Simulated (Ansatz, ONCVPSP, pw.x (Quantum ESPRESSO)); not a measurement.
pw.x on fcc N: one setting changed

Potential: optimised norm-conserving Vanderbilt (ONCV), ONCVPSP 4.0.1.1 (patched build), PBEsol; core [He], reference 2s2 2p2.5; waves: 2s: rc 1.10 bohr, ncon 4, nbas 7, qcut 7.4 1/bohr, 2 projectors, debl 2.9 Ha; 2p: rc 2.25 bohr, ncon 4, nbas 8, qcut 6.1 1/bohr, 1 projector; local part: polynomial inside 0.70 bohr (lpopt 4, dvloc0 2 Ha); core correction: none.

The reference run (k-mesh 18³, cutoffs 170/680 Ry, Fermi–Dirac 0.01 Ry, mixing_beta 0.4, conv_thr 1e-9, no spin) gives 2.97 GPa at 7.215 Å³/atom, where all-electron LAPW gives 0.53 GPa. This run, with its own iteration cap, changes mixing_ndim to 4.

```
&control
  calculation='scf', prefix='x', pseudo_dir='./', outdir='./tmp', tstress=.true., disk_io='none'
/
&system
  ibrav=0, nat=1, ntyp=1, ecutwfc=170, ecutrho=680, nbnd=9,
  occupations='smearing', smearing='fd', degauss=0.01
/
&electrons
  conv_thr=1e-09, mixing_beta=0.4, electron_maxstep=50, mixing_ndim=4
/
ATOMIC_SPECIES
N 1.0 N.UPF
CELL_PARAMETERS angstrom
  0.00000000 1.53368245 1.53368245
  1.53368245 0.00000000 1.53368245
  1.53368245 1.53368245 0.00000000
ATOMIC_POSITIONS crystal
N 0.0000 0.0000 0.0000
K_POINTS automatic
18 18 18 0 0 0
```

```bash
pw.x < N.scf.in > N.scf.out
```

**Question.** How does the run end?

**Answer.** It converges in 7 iterations; the free energy moves by +0.0 meV/atom and the pressure by +0.00 GPa. The result is that of the reference run.

```
Message from routine setup:
     using ibrav=0 with symmetry is DISCOURAGED, use correct ibrav instead
     lattice parameter (alat)  =       4.0987  a.u.
     unit-cell volume          =      48.6892 (a.u.)^3
     number of electrons       =         5.00
     number of Kohn-Sham states=            9
     kinetic-energy cutoff     =     170.0000  Ry
     charge density cutoff     =     680.0000  Ry
     scf convergence threshold =      1.0E-09
     Exchange-correlation= PBESOL
     number of k points=   195  Fermi-Dirac smearing, width (Ry)=  0.0100
     iteration #  1     ecut=   170.00 Ry     beta= 0.40
     total energy              =     -19.20322536 Ry
     estimated scf accuracy    <       0.02735281 Ry
     iteration #  2     ecut=   170.00 Ry     beta= 0.40
     total energy              =     -19.20084582 Ry
     estimated scf accuracy    <       0.00601924 Ry
     iteration #  3     ecut=   170.00 Ry     beta= 0.40
     total energy              =     -19.20153842 Ry
     estimated scf accuracy    <       0.00000474 Ry
     iteration #  4     ecut=   170.00 Ry     beta= 0.40
     total energy              =     -19.20154204 Ry
     estimated scf accuracy    <       0.00000087 Ry
     iteration #  5     ecut=   170.00 Ry     beta= 0.40
     total energy              =     -19.20154218 Ry
     estimated scf accuracy    <       0.00000002 Ry
     iteration #  6     ecut=   170.00 Ry     beta= 0.40
     total energy              =     -19.20154218 Ry
     estimated scf accuracy    <          1.3E-09 Ry
     iteration #  7     ecut=   170.00 Ry     beta= 0.40
     the Fermi energy is     9.2476 ev
!    total energy              =     -19.20154218 Ry
     estimated scf accuracy    <          4.2E-12 Ry
     smearing contrib. (-TS)   =      -0.00296238 Ry
     The total energy is F=E-TS. E is the sum of the following terms:
     one-electron contribution =       3.76268064 Ry
     hartree contribution      =       1.39398375 Ry
     xc contribution           =      -4.58090527 Ry
     ewald contribution        =     -19.77433892 Ry
     convergence has been achieved in   7 iterations
          total   stress  (Ry/bohr**3)                   (kbar)     P=       29.75
     Message from routine punch:
     Nothing written, as per user request (disk_io='none')
```

The run took about 67 s on one core of a shared host (Neoverse-N1, 64 threads, 124 GiB, load 56).
